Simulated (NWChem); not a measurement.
**A calculation on formaldehyde (CH2O)**

```
C
O 1 1.1961
H 1 1.1199 2 122.51
H 1 1.1199 3 114.98 2 180.00
```
Charge 0, spin multiplicity 1.

All runs are NWChem calculations. The geometry was optimised at PBE0/def2-SVP, a minimum by its harmonic frequencies.

The correlated methods keep 2 core orbitals frozen. The stability of the SCF solutions was not checked. Open-shell Hartree-Fock references start from PBE0 orbitals.

Worked example. At MP2/def2-TZVPD the parent has a total energy of -114.30711 Ha and the doublet with one electron less, at the same geometry, -113.89248 Ha. The vertical ionisation energy is their difference.

ΔE = -113.89248 − (-114.30711) = 0.41463 Ha. Times 27.2114 eV/Ha this is 11.28 eV, or 1089 kJ/mol; λ = 1239.84/11.28 = 109.9 nm. No relaxation of the ion's geometry and no zero-point term enter.
